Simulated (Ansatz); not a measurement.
Cost and result for the atomization energy of C₃H₅F, SMILES `C=CCF` (9 atoms, 8 bonds).

```xyz
9

C    -0.617    1.010    0.736
C    -0.549   -0.086   -0.003
C     0.721   -0.628   -0.554
F     0.877   -1.957   -0.189
H    -1.564    1.397    1.094
H     0.275    1.566    1.005
H    -1.450   -0.638   -0.259
H     0.721   -0.595   -1.649
H     1.584   -0.069   -0.181
```

Total charge 0; spin multiplicity 1. The geometry is a stationary point of PBE0-D4/def2-TZVP. It is one conformer, not always the lowest. Program: Ansatz. All runs use 2 threads of a server CPU on a shared host. Times are those of one run each, without the atoms' runs, and a repeat can differ threefold. Electronic energies, without spin–orbit coupling; frozen cores. CCSD(T)/CBS adds CCSD(T) − MP2 in def2-TZVPP to the MP2 limit, and its time is that of the two runs behind it. T1 = 0.011. B3LYP takes the VWN-RPA correlation (the form of Gaussian; ORCA's B3LYP/G).

CCSD(T)/CBS is a level of theory with its own doubt, some kJ/mol a heavy atom from the limit and from the frozen cores, so smaller differences don't rank the functionals.

```json
{"level": "PBE-D4/def2-TZVPP (with forces)", "functions": "194", "wall time": "1.5 s"}
{"level": "PBE0-D4/def2-TZVPP", "functions": "194", "wall time": "1.8 s"}
{"level": "B3LYP-D4/def2-TZVPP (with forces)", "functions": "194", "wall time": "2.1 s"}
{"level": "r2SCAN-D4/def2-TZVPP (with forces)", "functions": "194", "wall time": "2.6 s"}
{"level": "B2PLYP/def2-TZVPP", "functions": "194", "wall time": "2.8 s"}
{"level": "ωB97X-V/def2-TZVPP", "functions": "194", "wall time": "4.2 s"}
{"level": "ωB97M-V/def2-TZVPP (with forces)", "functions": "194", "wall time": "5.5 s"}
{"level": "MP2/def2-QZVPP", "functions": "378", "wall time": "11 s"}
{"level": "CCSD(T)/def2-TZVPP", "functions": "194", "wall time": "39 s"}
{"level": "CCSD(T)/CBS(def2)", "functions": "–", "wall time": "49 s"}
```

Question: What atomization energy does each give, and how far from CCSD(T)/CBS? (Best estimate.)

Answer: Ansatz gave: 
| level | atomization (kJ/mol) | difference from CCSD(T)/CBS | per bond |
| --- | --- | --- | --- |
| PBE-D4/def2-TZVPP (with forces) | 3721.1 | 98.3 | 12.3 |
| PBE0-D4/def2-TZVPP | 3648.5 | 25.7 | 3.2 |
| B3LYP-D4/def2-TZVPP (with forces) | 3630.2 | 7.4 | 0.9 |
| r2SCAN-D4/def2-TZVPP (with forces) | 3633.2 | 10.4 | 1.3 |
| B2PLYP/def2-TZVPP | 3597.9 | -24.9 | -3.1 |
| ωB97X-V/def2-TZVPP | 3623.9 | 1.1 | 0.1 |
| ωB97M-V/def2-TZVPP (with forces) | 3633.2 | 10.4 | 1.3 |
| MP2/def2-QZVPP | 3648.8 | 26.0 | 3.3 |
| CCSD(T)/def2-TZVPP | 3540.1 | -82.7 | -10.3 |
| CCSD(T)/CBS(def2) | 3622.8 | 0.0 | 0.0 |

From PBE to PBE0 (25 % exact exchange), in def2-TZVPP and without D4, the atomization energy moves by −70.6 kJ/mol: exact exchange takes away binding that semilocal exchange gives to molecules. The D4 term adds +18.7 kJ/mol with B3LYP and +9.7 kJ/mol with PBE0; it sums over pairs of atoms, weighted by their polarisabilities, and B3LYP, whose exchange is more repulsive, gets the larger term. In def2-TZVPP, CCSD(T) changes the Hartree–Fock value by +851.1 kJ/mol (the triples alone add +52.0 kJ/mol) and MP2 by +911.1 kJ/mol; breaking electron pairs costs correlation energy, which Hartree–Fock lacks.
